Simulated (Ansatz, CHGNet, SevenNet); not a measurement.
Elastic constant C11 of rock-salt TiC: levels of theory against measurement

Reference value: 500 GPa (measured, temperature not stated, no zero-point or thermal correction, our sources range from 500 to 514; as tabulated in Jochym et al. (1999), arXiv:1301.6077).

### Question
What do CHGNet-r²SCAN, SevenNet-l3i5, LDA, PBE, PBEsol, r²SCAN, HSE06 give, and how far is each from the reference?

### Answer

```
level (code)     value (GPa)  cell (Å³/atom)  difference (%)
---------------  -----------  --------------  --------------
CHGNet-r²SCAN            408           10.16           -18.4
SevenNet-l3i5            487           10.18            -2.6
LDA (Ansatz)             588            9.67           +17.6
PBE (Ansatz)             511           10.17            +2.2
PBEsol (Ansatz)          556            9.89           +11.2
r²SCAN (Ansatz)          530           10.13            +6.0
HSE06 (Ansatz)           552            9.97           +10.4
```

The reference's temperature isn't stated, so close values are not ranked against it.

The reference isn't brought to a static lattice, while the calculations are for one, so the differences are not the levels' errors alone. A static lattice is as a rule stiffer than a warm one, by over a tenth in soft solids.  HSE06: hybrids on metals are sensitive to the k mesh. Each level is taken at its own relaxed cell. Cutoffs and k meshes differ between the levels. Ansatz's density-functional and Hartree–Fock values are scalar-relativistic unless marked +SOC, with PAW data made under PBE.

Machine-learned potentials (CHGNet-r²SCAN, SevenNet-l3i5) are trained on DFT data: a solid inside that data is no test of them.

Differences are worked out from the printed values.

Ansatz is an electronic-structure program.
